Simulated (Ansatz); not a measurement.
Mulliken charges of C3H5N, SMILES `C1=NCC1` from r2SCAN/def2-TZVPP in Ansatz (PBE0-D4/def2-TZVP geometry).

```tsv
atom	x (Å)	y (Å)	z (Å)	charge (e)
C1	-0.740	0.500	-0.709	0.041
N2	0.435	0.982	-0.863	-0.276
C3	0.959	0.071	0.185	0.091
C4	-0.466	-0.506	0.363	-0.093
H5	-1.636	0.800	-1.253	0.072
H6	1.712	-0.621	-0.199	0.034
H7	1.369	0.608	1.043	0.034
H8	-0.602	-1.554	0.088	0.048
H9	-0.944	-0.326	1.328	0.048
```

Q: By hand: the dipole of these point charges (1 e Å = 4.8032 D).

A: Σ q r = (-0.107, -0.230, 0.199) e Å, of length 0.322 e Å = 1.55 D.

Q: How does the dipole of the full density compare? (Estimate.)

A: Computed: (-0.216, -0.344, 0.281) e Å, 2.37 D; the point charges give 0.65 times that, at 7° from its direction.

Point charges leave out the atoms' own dipoles, such as those of lone pairs, and Mulliken's split depends on the basis, so the two needn't agree.
